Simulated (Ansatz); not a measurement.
**NaCl (SMILES [Na][Cl]): CCSD/STO-3G**

What is the vertical ionisation energy of NaCl at CCSD/STO-3G? 

The calculation is run with Ansatz 0.2.0.

27 further runs of the same task are left out: 3 that didn't finish, 24 set aside as unsound or not needed.

### Step 1. The molecule

NaCl: 2 atoms, total charge 0, spin state singlet. As SMILES, `[Na][Cl]`. The shape is that of a PBE0-D4/def2-TZVP optimisation.

Bond lengths: Na1–Cl2 2.358 Å.

### Step 2. The energy at CCSD/STO-3G

input.yaml reads:

```yaml
basis:
  gaussian: {orbitals: STO-3G}
crystal:
  periodic: [false, false, false]
  atoms:
    - symbol: Na
      position_ang: [-0.989600, 0.304100, -0.517000]
    - symbol: Cl
      position_ang: [1.019100, -0.364200, 0.521000]
scf: {omitted_lower_state_checks: [cluster_reference, increment]}
correlation: {method: ccsd, frozen_orbitals: {Cl: 5, Na: 1}}
accuracy: high
```

Started as:

```console
ansatz run input.yaml --threads 1 --pin off --max-ram 2610MiB --events-out events.jsonl --progress --plain --runs-dir runs
```

The program printed (excerpt; [...] marks lines left out):

```text
Warning: RAYON_NUM_THREADS=1 ignored (pool sized by the plan → 1); use --threads N
Functional definition: HF
  name "HF"
[...]
293 factors; integrals over basis functions are off by at most 5.8e-9 eV
[...]
mean field -16722.05961449 eV, -614.5243562133 hartree, gradient 4.2e-8 eV, S^2 0.000000; 0 other end points of the search recorded, 0 dependent functions left out
6 core orbitals not correlated: weight in the atoms' cores, before any rotation towards them, 1.000 or more for the frozen orbitals, at most 0.000 for the correlated occupied ones
reference -16722.05961449 eV, -614.5243562133 hartree; 8, 8 occupied and 4, 4 virtual orbitals, 293 factors
second order -1.13488910 eV of doubles, -0.00000000 eV of singles
cycle   1  -1.13329194 eV  change    1.6e-3 eV  update   2.6e-2
[...]
cycle  14  -1.17132900 eV  change   7.4e-10 eV  update  8.2e-10
Total energy: -16723.23094348 eV, -614.5674017600 hartree
Checks for a lower state left out: cluster_reference, increment
```

It took 0.16 s on 1 thread of Intel Xeon 6975P-C (Granite Rapids), shared host.

### Step 3. The doublet cation

job.yaml reads:

```yaml
crystal:
  periodic: [false, false, false]
  atoms:
    - {symbol: Na, position_ang: [-0.989600, 0.304100, -0.517000]}
    - {symbol: Cl, position_ang: [1.019100, -0.364200, 0.521000]}
basis:
  gaussian: {orbitals: STO-3G}
scf: {omitted_lower_state_checks: [cluster_reference, increment]}
correlation: {method: ccsd, frozen_orbitals: {Cl: 5, Na: 1}}
magnetization: {spin_polarized: true, initial_magnetization: 1}
accuracy: high
total_charge: 1
```

Started as:

```console
ansatz run job.yaml --threads 1 --pin off --max-ram 2610MiB --events-out events.jsonl --progress --plain --runs-dir runs
```

The program printed (excerpt; [...] marks lines left out):

```text
Warning: RAYON_NUM_THREADS=1 ignored (pool sized by the plan → 1); use --threads N
[... 2 set-up lines as earlier in the session ...]
[...]
293 factors; integrals over basis functions are off by at most 5.8e-9 eV
[...]
mean field -16717.02011239 eV, -614.3391579271 hartree, gradient 9.3e-9 eV, S^2 0.750269; 8 other end points of the search recorded, 0 dependent functions left out
6 core orbitals not correlated: weight in the atoms' cores, before any rotation towards them, 1.000 or more for the frozen orbitals, at most 0.000 for the correlated occupied ones
reference -16717.02011239 eV, -614.3391579271 hartree; 8, 7 occupied and 4, 5 virtual orbitals, 293 factors
second order -1.07489846 eV of doubles, -0.00000000 eV of singles
cycle   1  -1.07603014 eV  change   -1.1e-3 eV  update   2.4e-2
[...]
cycle  15  -1.10945956 eV  change  -1.4e-11 eV  update  1.1e-10
Total energy: -16718.12957195 eV, -614.3799298140 hartree
Checks for a lower state left out: cluster_reference, increment
```

Run time: 0.32 s. Hardware: 1 thread of Intel Xeon 6975P-C (Granite Rapids), shared host.

### Step 4. Results

At CCSD/STO-3G, 6 core orbitals frozen:

| quantity | value |
| --- | --- |
| singlet NaCl: total energy | -614.56740 Eh |
| singlet NaCl: correlation energy (6 core orbitals frozen) | -43.0 mEh |
| singlet NaCl: T1 diagnostic | 0.005 |
| doublet cation: total energy | -614.37993 Eh |
| doublet cation: correlation energy (6 core orbitals frozen) | -40.8 mEh |
| doublet cation: ⟨S²⟩ of the reference determinant | 0.750 |
| doublet cation: T1 diagnostic | 0.005 |
| vertical ionisation energy (to the doublet cation) | 5.101 eV |

The vertical ionisation energy comes to 5.10 eV (118 kcal/mol). In a minimal basis such a difference can be off by several eV, whatever the method.
